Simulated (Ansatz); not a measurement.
A nudged elastic band was laid between two geometries of CH6Si + H4Si (13 atoms, charge 0, multiplicity 1).

The calculation used RKS PBE0-D4/6-31G* in Ansatz 0.2.0.

```
movable images  : 7
climbing image  : yes
spring          : 5.0 eV/Å²
optimiser       : quadratic models (default)
start path      : through a guess of the saddle point
force threshold : 0.03 eV/Å
iteration limit : 60
end points      : relaxed
```

Image 0:

```xyz
13
Properties=species:S:1:pos:R:3
Si 0.495 -0.137 0.184
C 0.882 -0.151 2.025
H -0.022 -0.355 2.609
H 1.623 -0.921 2.263
H 1.283 0.816 2.346
H 1.722 0.146 -0.615
H -0.514 0.914 -0.138
H -0.052 -1.452 -0.257
Si -3.487 0.673 1.144
H -3.380 -0.291 0.017
H -4.858 0.610 1.724
H -3.218 2.052 0.655
H -2.497 0.317 2.198
```

Image 8:

```xyz
13
Properties=species:S:1:pos:R:3
Si -0.736 0.149 -0.625
C 0.429 -0.257 3.090
H 0.716 -0.543 4.105
H 0.972 -0.874 2.370
H 0.673 0.795 2.925
H 0.362 0.942 -0.005
H -0.746 0.423 -2.091
H -0.454 -1.300 -0.418
Si -2.801 0.726 0.306
H -3.903 -0.009 -0.380
H -2.844 0.386 1.757
H -3.048 2.189 0.158
H -0.646 -0.405 2.962
```

Question: What changes between the two ends?

Answer: Bonds broken: Si1–C2, Si9–H13. Bonds formed: Si1–Si9, C2–H13. CH6Si + H4Si becomes CH4 + H6Si2.

Question: What energy profile does the band end with?

Answer: The run converged. The highest image is number 4 of 0 to 8, 3.42 eV above the first end and 3.67 eV above the last; the last end lies 0.25 eV below the first. Neighbouring images differ by up to 2.8 eV, so the band resolves the path poorly. A vibrational analysis at the climbing image gives one clearly imaginary mode, 1486i cm⁻¹: a first-order saddle point. The orbitals stay closed-shell, which can raise the energy where a bond breaks towards radicals; this wasn't checked here.

| image | path coordinate (Å) | energy (eV) | Si1–C2 (Å) | Si9–H13 (Å) | Si1–Si9 (Å) |
| --- | --- | --- | --- | --- | --- |
| 0 | 0.00 | 0.00 | 1.88 | 1.49 | 4.18 |
| 1 | 1.07 | 0.00 | 1.88 | 1.49 | 4.07 |
| 2 | 2.14 | 0.07 | 1.88 | 1.48 | 3.79 |
| 3 | 3.20 | 0.63 | 1.91 | 1.49 | 3.21 |
| 4 | 4.27 | 3.42 | 2.18 | 2.05 | 2.70 |
| 5 | 5.55 | 0.78 | 2.93 | 2.44 | 2.40 |
| 6 | 6.83 | -0.15 | 3.60 | 2.79 | 2.34 |
| 7 | 8.11 | -0.24 | 4.04 | 3.40 | 2.34 |
| 8 | 9.39 | -0.25 | 3.91 | 3.60 | 2.34 |

Question: What is the geometry of the highest image?

Answer: 
```xyz
13
Properties=species:S:1:pos:R:3:forces:R:3
Si -0.217 -0.046 0.150 0.00 0.01 0.00
C 0.301 0.114 2.260 0.00 0.00 -0.01
H -0.296 0.234 3.176 0.00 0.00 0.00
H 0.825 -0.845 2.307 0.00 0.00 0.00
H 0.997 0.952 2.178 0.00 0.00 0.00
H 1.287 -0.169 -0.009 0.00 0.00 0.00
H -0.514 1.135 -0.712 0.00 0.00 0.00
H -0.713 -1.391 -0.238 0.00 0.00 0.00
Si -2.776 0.427 0.879 0.00 -0.01 0.00
H -3.332 0.098 -0.474 0.00 0.00 0.00
H -3.583 -0.369 1.865 0.00 0.00 0.00
H -3.122 1.866 1.127 0.00 0.00 0.00
H -0.883 0.215 1.646 0.00 0.00 0.00
```

Run time: 11 min on 1 thread of Arm Neoverse V2, with other jobs on the host, peak memory 0.14 GiB.
